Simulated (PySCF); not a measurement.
# Basis-set dependence of population analyses: `C=C(F)F`

Species: C₂H₂F₂.
Atom-mapped SMILES: `[CH2:1]=[C:2]([F:3])[F:4]` (hydrogens: H5, H6 on C1)

PBE0 throughout (PySCF), one geometry, spherical d and f functions. Geometry: PBE0-D3(BJ)/def2-SVP; no solvent, vibrations or thermal averaging. Atoms taken as equivalent share a column and are averaged.

Mulliken charges (e):

```tsv
basis	functions	C1	C2	F3/F4	H5/H6
STO-3G	22	-0.249	+0.210	-0.069	+0.089
6-31G	40	-0.420	+0.585	-0.277	+0.195
pcSseg-0	40	-0.511	+0.651	-0.321	+0.251
6-31G*	60	-0.537	+0.677	-0.272	+0.201
def2-SVP	66	-0.215	+0.375	-0.161	+0.081
cc-pVDZ	66	-0.140	+0.259	-0.129	+0.070
aug-cc-pVDZ	110	+0.286	+1.179	-0.420	-0.312
6-311+G(2d,p)	120	-0.181	+0.488	-0.291	+0.138
def2-TZVP	136	-0.368	+0.359	-0.150	+0.154
cc-pVTZ	148	-0.386	+0.344	-0.121	+0.143
IGLO-III	160	-0.306	+0.477	-0.207	+0.121
```

IAO charges (e):

```csv
basis,functions,C1,C2,F3/F4,H5/H6
STO-3G,22,-0.399,+0.286,-0.088,+0.144
6-31G,40,-0.430,+0.505,-0.224,+0.186
pcSseg-0,40,-0.434,+0.506,-0.216,+0.180
6-31G*,60,-0.445,+0.565,-0.236,+0.175
def2-SVP,66,-0.440,+0.562,-0.235,+0.174
cc-pVDZ,66,-0.452,+0.565,-0.234,+0.177
aug-cc-pVDZ,110,-0.452,+0.573,-0.244,+0.184
"6-311+G(2d,p)",120,-0.451,+0.573,-0.245,+0.184
def2-TZVP,136,-0.456,+0.581,-0.245,+0.183
cc-pVTZ,148,-0.458,+0.580,-0.243,+0.183
IGLO-III,160,-0.454,+0.577,-0.246,+0.184
```

Hirshfeld charges (e):

```csv
basis,functions,C1,C2,F3/F4,H5/H6
STO-3G,22,-0.151,+0.138,-0.024,+0.031
6-31G,40,-0.148,+0.167,-0.072,+0.063
pcSseg-0,40,-0.155,+0.170,-0.065,+0.058
6-31G*,60,-0.159,+0.165,-0.061,+0.058
def2-SVP,66,-0.164,+0.171,-0.061,+0.057
cc-pVDZ,66,-0.165,+0.160,-0.054,+0.056
aug-cc-pVDZ,110,-0.161,+0.168,-0.067,+0.063
"6-311+G(2d,p)",120,-0.156,+0.168,-0.069,+0.063
def2-TZVP,136,-0.161,+0.169,-0.066,+0.061
cc-pVTZ,148,-0.164,+0.169,-0.062,+0.060
IGLO-III,160,-0.161,+0.171,-0.067,+0.062
```

ESP-fitted charges (e):

```json
{"basis": "STO-3G", "functions": "22", "C1": "-0.608", "C2": "+0.448", "F3/F4": "-0.097", "H5/H6": "+0.177"}
{"basis": "6-31G", "functions": "40", "C1": "-0.812", "C2": "+0.692", "F3/F4": "-0.222", "H5/H6": "+0.282"}
{"basis": "pcSseg-0", "functions": "40", "C1": "-0.911", "C2": "+0.762", "F3/F4": "-0.232", "H5/H6": "+0.307"}
{"basis": "6-31G*", "functions": "60", "C1": "-0.745", "C2": "+0.491", "F3/F4": "-0.135", "H5/H6": "+0.262"}
{"basis": "def2-SVP", "functions": "66", "C1": "-0.754", "C2": "+0.549", "F3/F4": "-0.159", "H5/H6": "+0.262"}
{"basis": "cc-pVDZ", "functions": "66", "C1": "-0.743", "C2": "+0.501", "F3/F4": "-0.139", "H5/H6": "+0.261"}
{"basis": "aug-cc-pVDZ", "functions": "110", "C1": "-0.772", "C2": "+0.534", "F3/F4": "-0.158", "H5/H6": "+0.277"}
{"basis": "6-311+G(2d,p)", "functions": "120", "C1": "-0.784", "C2": "+0.526", "F3/F4": "-0.156", "H5/H6": "+0.285"}
{"basis": "def2-TZVP", "functions": "136", "C1": "-0.787", "C2": "+0.530", "F3/F4": "-0.152", "H5/H6": "+0.281"}
{"basis": "cc-pVTZ", "functions": "148", "C1": "-0.765", "C2": "+0.506", "F3/F4": "-0.143", "H5/H6": "+0.273"}
{"basis": "IGLO-III", "functions": "160", "C1": "-0.763", "C2": "+0.518", "F3/F4": "-0.153", "H5/H6": "+0.275"}
```

Task: Which scheme is steadiest as the basis changes?

Result: Largest range over the bases for any column: Hirshfeld 0.05 e, IAO 0.29 e, ESP-fitted 0.31 e, Mulliken 0.97 e. Hirshfeld charges move least and Mulliken charges most, counted in e. Without the minimal STO-3G basis the ranges are Hirshfeld 0.02, IAO 0.08, ESP-fitted 0.27, Mulliken 0.92 e.

Task: How much do the charges still move between the two largest bases, cc-pVTZ and IGLO-III?

Result: At most, over all atoms: Mulliken 0.133 e, IAO 0.004 e, Hirshfeld 0.005 e, ESP-fitted 0.013 e.

Task: What do the same runs give for the total energy, the frontier levels and the dipole moment?

Result: 
| basis | energy (Eh) | HOMO (eV) | LUMO (eV) | μ (D) |
| --- | --- | --- | --- | --- |
| STO-3G | -272.9712 | -4.47 | 4.19 | 0.00 |
| 6-31G | -276.7080 | -7.67 | 0.65 | 1.48 |
| pcSseg-0 | -276.1439 | -7.88 | 0.49 | 1.37 |
| 6-31G* | -276.7760 | -7.33 | 1.08 | 0.92 |
| def2-SVP | -276.5750 | -7.62 | 0.73 | 1.03 |
| cc-pVDZ | -276.7994 | -7.49 | 0.86 | 0.94 |
| aug-cc-pVDZ | -276.8211 | -7.73 | 0.03 | 1.19 |
| 6-311+G(2d,p) | -276.8752 | -7.77 | 0.24 | 1.23 |
| def2-TZVP | -276.9048 | -7.71 | 0.49 | 1.10 |
| cc-pVTZ | -276.8906 | -7.66 | 0.61 | 1.04 |
| IGLO-III | -276.9083 | -7.74 | 0.34 | 1.16 |

The dipole is fixed by the density alone, so its range of 1.48 D shows that the density itself changes with the basis, not only its division among atoms.
